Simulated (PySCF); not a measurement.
**How well do the runs reproduce experiment for PH3?**

**What was measured.**

NIST CCCBDB Release 22 (SRD 101), experimental dipoles lists, for the gas: dipole moment (microwave Stark effect) 0.58 D.

The runs below try to reproduce these values; the comparison stands at the end.

PH3.
Atom-mapped SMILES: `[PH3:1]` (hydrogens: H2, H3, H4 on P1)

Structure used (PBE0-D3(BJ)/def2-SVP), in Å, numbered top down from 1:
```xyz
4
PH3 angstrom
P      0.026   -0.041    0.476
H     -0.599    1.021   -0.247
H      1.199   -0.004   -0.337
H     -0.590   -1.049   -0.327
```

The PySCF runs (gas phase, on this PBE0-D3(BJ)/def2-SVP geometry; no spin–orbit coupling):

```tsv
level	job	basis functions	wall time
PBE0-D3(BJ)/def2-SVP, grid level 1	geometry optimisation from a GFN2-xTB start shaken at random	33	1.2 s
```

Hardware: an Arm Neoverse V1 with one thread, shared host.

Results beside the measurements:

**Dipole moment.** Measured: 0.58 D (NIST CCCBDB Release 22 (SRD 101), experimental dipoles).

| level | computed (D) | computed − measured (D) | % (from the printed values) |
| --- | --- | --- | --- |
| PBE0-D3(BJ)/def2-SVP | 0.91 | +0.33 | +57 |

The computed dipoles belong to one fixed geometry; measured ones are averaged over vibrations unless marked μe. Magnitudes are compared, not signs.

No measured geometry was used, and the causes of the misses weren't examined.
